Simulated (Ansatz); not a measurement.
Ansatz (a quantum-chemistry and plane-wave program) input (wB97X-V/def2-TZVPD):

Ansatz 0.2 input:
```yaml
crystal:
  periodic: [false, false, false]
  atoms:
    - {symbol: O, position_ang: [0.00698159, -0.00938093, 1.15639185]}
    - {symbol: C, position_ang: [0.01002135, 1.09121187, 0.35485194]}
    - {symbol: C, position_ang: [-0.00584318, -1.09682594, 0.33719784]}
    - {symbol: C, position_ang: [-0.00057460, 0.72400222, -0.94957313]}
    - {symbol: C, position_ang: [-0.01096108, -0.70850213, -0.96113124]}
    - {symbol: H, position_ang: [0.01993172, 2.04136423, 0.85814072]}
    - {symbol: H, position_ang: [-0.00976940, -2.05501900, 0.82508919]}
    - {symbol: H, position_ang: [-0.00100663, 1.38402074, -1.80017025]}
    - {symbol: H, position_ang: [-0.02086345, -1.35463467, -1.82226699]}
basis:
  gaussian:
    orbitals: def2-TZVPD
hamiltonian:
  xc: {name: wB97X-V}
magnetization: {spin_polarized: true, initial_magnetization: 2}
```

Output:

```
Functional definition: wB97X-V
integrals: 0.16 GiB planned
1084 factors; their error is unknown
integrals: 0.20 GiB planned
380 factors; integrals over basis functions are off by at most 1.7e-5 eV
mean field: 2.17 GiB planned
mean field evaluation 1: about -6251.9670 eV, gradient 2.8e1 eV
mean field evaluation 2: about -6253.7898 eV, gradient 2.2e1 eV
mean field evaluation 4: about -6255.4869 eV, gradient 1.7e0 eV
mean field evaluation 8: about -6255.5172 eV, gradient 3.7e-2 eV
mean field evaluation 16: about -6255.4948 eV, gradient 4.5e-4 eV
mean field -6255.49482683 eV, -229.8851947594 hartree, gradient 1.1e-5 eV, S^2 2.006305; 1 other end points of the search recorded, 0 dependent functions left out
reference -6255.49482568 eV, -229.8851947172 hartree; 19, 17 occupied and 205, 207 virtual orbitals, 1084 factors
Total energy: -6255.49482568 eV, -229.8851947172 hartree
```

This state (charge 0, triplet) is run at the relaxed geometry of the species with charge 0 and multiplicity 1, and is a spin state other than that species' own.
